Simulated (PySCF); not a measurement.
Below is a simulated gas-phase O 1s photoelectron spectrum of `O=C(O)C1CC1`.

Every computed line was given a Gaussian of 0.4 eV full width at half maximum and an area set by the number of equivalent atoms; the highest printed point is 100. Computed with PySCF, delta-SCF UKS SCAN, pcX-2 on the ionised atom, pcseg-1 elsewhere, spin-free X2C.

| binding energy (eV) | intensity |
| --- | --- |
| 537.1 | 1 |
| 537.2 | 5 |
| 537.3 | 17 |
| 537.4 | 44 |
| 537.5 | 79 |
| 537.6 | 100 |
| 537.7 | 90 |
| 537.8 | 57 |
| 537.9 | 26 |
| 538.0 | 8 |
| 538.1 | 2 |
| 538.2 | 0 |
| 538.3 | 0 |
| 538.4 | 0 |
| 538.5 | 0 |
| 538.6 | 0 |
| 538.7 | 0 |
| 538.8 | 0 |
| 538.9 | 0 |
| 539.0 | 0 |
| 539.1 | 0 |
| 539.2 | 0 |
| 539.3 | 0 |
| 539.4 | 2 |
| 539.5 | 8 |
| 539.6 | 25 |
| 539.7 | 56 |
| 539.8 | 89 |
| 539.9 | 100 |
| 540.0 | 80 |
| 540.1 | 45 |
| 540.2 | 18 |
| 540.3 | 5 |
| 540.4 | 1 |

Problem. Count the maxima, the lines and the sites behind this envelope.

Solution. The curve has 2 maxima (at 537.6 and 539.9 eV). Under it lie 2 lines from 2 inequivalent oxygen sites.

Problem. Decompose the envelope and assign each component. Numbering: `[O:1]=[C:2]([OH:3])[CH:4]1[CH2:5][CH2:6]1`.

Solution. 
| position (eV) | relative area | line | atoms | environment |
| --- | --- | --- | --- | --- |
| 537.62 | 1 | O 1s | O1 | acid carbonyl oxygen |
| 539.88 | 1 | O 1s | O3 | acid hydroxyl oxygen |

Problem. Above which line width would these two lines show one maximum?

Solution. Two equal Gaussians merge once their distance is under 2σ = FWHM/1.177. With 2.27 eV between them that is a full width over 2.67 eV.

Lowest listed O 1s: O1, bonded to C (double bond). Highest, 2.26 eV above it: O3, bonded to C and H. Summing the Pauling electronegativity differences to the bonded atoms, each weighted by its formal bond order, gives -1.78 for the lowest site and -2.13 for the highest; the largest sum, -1.78, belongs to O1, 2.26 eV below the top. The smallest sum, -2.13, belongs to O3, 2.26 eV above the lowest.

No satellites, vibrations or lifetime broadening are included. Isolated species at its GFN2-xTB geometry (one conformer only).

Hardware: one thread, x86-64 server, on a shared host. Cost: 40 s wall.

Conformer computed: `[O:1]=[C:2]([OH:3])[CH:4]1[CH2:5][CH2:6]1`: O1–C2–C4–C5 33°, H–O3–C2–O1 0°.
